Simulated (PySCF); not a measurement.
Gas-phase reaction: 3 SiCl₂ + c-Si₃H₆ ⇌ 6 SiHCl

Energies from PySCF, thermal terms from the rigid-rotor harmonic-oscillator model, ideal gas at 1 bar. † marks an energy on the PBE0/def2-TZVP geometry and frequencies; other levels use their own. CCSD(T) freezes the core. 6-31G* has spherical d functions here. All species are closed-shell singlets. B3LYP is the form with VWN-RPA correlation. c-Si₃H₆, SiHCl: computed as isolated molecules; such fragments, hydroxides, amides, oligomers or adducts are transient or little studied in the gas. CCSD(T) isn't extrapolated to the basis-set limit; its ΔH°(298 K) is 546.9 kJ in def2-SVP and 570.2 kJ in def2-TZVPP. The harmonic model lacks anharmonicity and excited electronic states, which grow with temperature; levels with a mode under 35 cm⁻¹ are left out.

```tsv
level	ΔE electronic, kJ	ΔH°(298 K), kJ	ΔS°(298 K), J/K	ΔG°(1600 K), kJ
B3LYP/6-31G*	571	547	358	7
CCSD(T)/def2-SVP†	571	547	355	12
CCSD(T)/def2-TZVPP†	594	570	355	35
r2SCAN/def2-TZVP†	692	669	355	133
LDA/def2-TZVP†	735	712	355	177
```
ΔH° is lowest at CCSD(T)/def2-SVP† and highest at LDA/def2-TZVP†. No reference value is set beside these.
